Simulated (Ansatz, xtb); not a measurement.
## Two isomers of C4H3FO

Structure I: `Fc1ccoc1`, a singlet. Structure II: `CC#CC(=O)F`, a singlet. Both are isolated molecules in the gas phase, relaxed with r2SCAN-D4/def2-SVP.

Estimate which is lower in electronic energy at CCSD(T)/def2-SVP + ΔMP2/def2-TZVPP, and by roughly how much.

The CCSD(T)/def2-SVP + ΔMP2/def2-TZVPP calculation puts structure I lower, by 30.6 kJ/mol.

The same difference at several levels:

```tsv
level	geometry	E(II) − E(I) (kJ/mol)	departure from the last row (kJ/mol)	job, with rough time for the two
GFN2-xTB	GFN2-xTB	+122.2	+91.7	optimisation, 0.2 s
HF/STO-3G	GFN2-xTB	+153.6	+123.1	single point, 0.64 s
r2SCAN-D4/def2-SVP//GFN2-xTB	GFN2-xTB	+47.2	+16.6	single point, 3.9 s
r2SCAN-D4/def2-SVP	r2SCAN-D4/def2-SVP	+47.2	+16.7	optimisation, 54 s
HF/def2-SVP	r2SCAN-D4/def2-SVP	+13.5	−17.0	part of the CCSD(T) run
MP2/def2-SVP	r2SCAN-D4/def2-SVP	+19.9	−10.7	part of the CCSD(T) run
CCSD(T)/def2-SVP	r2SCAN-D4/def2-SVP	+23.0	−7.5	single point
CCSD(T)/def2-SVP + ΔMP2/def2-TZVPP	r2SCAN-D4/def2-SVP	+30.6		single point, 45 s
```

As drawn, II has 2 C–C, 1 C≡C, 1 C=O in place of 3 C∷C, 2 C∷O (∷ is an aromatic bond). Structure I has a 5-membered ring (with an aromatic ring), II no ring.

The levels shown agree on the order. The largest departure from CCSD(T)/def2-SVP + ΔMP2/def2-TZVPP is that of HF/STO-3G, 123.1 kJ/mol. The last row adds to CCSD(T) the change of the MP2 difference between the two basis sets, here +7.5 kJ/mol.

With harmonic frequencies from r2SCAN-D4/def2-SVP (ideal gas, rigid rotor, one conformer each, 298.15 K, 1 atm): on the last row, ΔE + ΔZPE = +21.0 kJ/mol. A mode under 50 cm⁻¹ makes harmonic enthalpies and free energies unreliable, so none is given.

The correlated steps freeze 6 core orbitals. Programs: Ansatz 0.2.0, xtb 6.7.1; the last row on 2 threads of Intel(R) Xeon(R) Processor @ 2.70GHz on a shared host.
